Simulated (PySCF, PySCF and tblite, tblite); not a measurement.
# C5H9+: a path driven as ring inversion, and NMR exchange

One table from this session's results is given with a row withheld; the runs are named, their logs left out.

Programs: PySCF 2.14.0 with density-fitted response routines of our own, and tblite 0.8.0. All values are computed, except where a source is named. Atoms count from 0 throughout.

### The starting structure

14 atoms, charge 1, multiplicity 1; geometry from: force field or distance geometry start.

Bonds of the start (Å): C0–C1 1.48, C0–C4 1.50, C0–H5 1.08, C1–C2 1.51, C1–H6 1.09, C1–H7 1.11, C2–C3 1.53, C2–H8 1.10, C2–H9 1.09, C3–C4 1.52, C3–H10 1.09, C3–H11 1.11, C4–H12 1.10, C4–H13 1.10.

Set-up of the first run:

What the job is given:

```
{"job": {"xc": "GFN2-xTB", "basis": "xTB", "kind": "relax"}, "charge": 1, "multiplicity": 1}
C      0.123000    -1.257600    -0.396100
C      1.247800    -0.421100     0.088400
C      0.669600     0.973800     0.131600
C     -0.820600     0.760600     0.402600
C     -1.170500    -0.496100    -0.382700
H      0.203500    -2.282200    -0.719900
H      2.121300    -0.479900    -0.567400
H      1.549600    -0.748900     1.105400
H      0.791300     1.459400    -0.846700
H      1.132000     1.610100     0.886900
H     -1.435500     1.611600     0.123900
H     -0.977200     0.567400     1.483900
H     -1.985400    -1.058100     0.086600
H     -1.449300    -0.239500    -1.418500
```

Command:

```
> OMP_NUM_THREADS=1 python ens_run.py task.json out
```

The driver reads the study from task.json and runs its stages one after another.

Steps of the session up to this table: GFN2-xTB relaxation, start minimum; Relaxed scan, ring torsion 3 driven; Nudged elastic band, leg 1; Saddle search, leg 1; DFT refinement, start: PBE0-D3(BJ)/def2-SVP; Shieldings, start: PBE0/pcSseg-1; Shieldings, saddle of leg 1: PBE0/pcSseg-1; Kinetics and line shapes; Shieldings, start: PBE0/aug-pcSseg-1; Single-point energy, saddle of leg 1: PBE0/aug-pcSseg-1; Second level: PBE0/aug-pcSseg-1 + D3(BJ); Shieldings, start: PBE0/def2-TZVP; Single-point energy, saddle of leg 1: PBE0/def2-TZVP; Second level: PBE0/def2-TZVP + D3(BJ).

One of the session's tables, all rows but one given; the rest of the session is left out.

It belongs to the step «Second level: PBE0/def2-TZVP + D3(BJ)». Barriers by level (kcal/mol; entropies in cal/(mol K)). Zero-point and thermal terms come from xTB in every row. ΔG‡ leaves symmetry out; the rate counts one path; effective ΔG‡, where given, is the barrier that would give that rate by Eyring's equation alone:

```
                  level   ΔE‡  with zero-point   ΔH‡  ΔG‡ (298 K)  k at 298 K (1/s)
               GFN2-xTB  0.90             0.75  0.38         1.03           1.1e+12
   PBE0-D3(BJ)/def2-SVP     ?                ?     ?            ?                 ?
 PBE0/pcSseg-1 + D3(BJ)  2.86             2.71  2.34         2.99             4e+10
PBE0/def2-TZVP + D3(BJ)  3.00             2.85  2.49         3.13           3.2e+10
```

Q: Estimate the row for PBE0-D3(BJ)/def2-SVP from the others.

As computed: ΔE‡: 3.08; with zero-point: 2.93; ΔH‡: 2.56; ΔG‡ (298 K): 3.21; k at 298 K (1/s): 2.8e+10. In the column «ΔE‡» it is the highest.
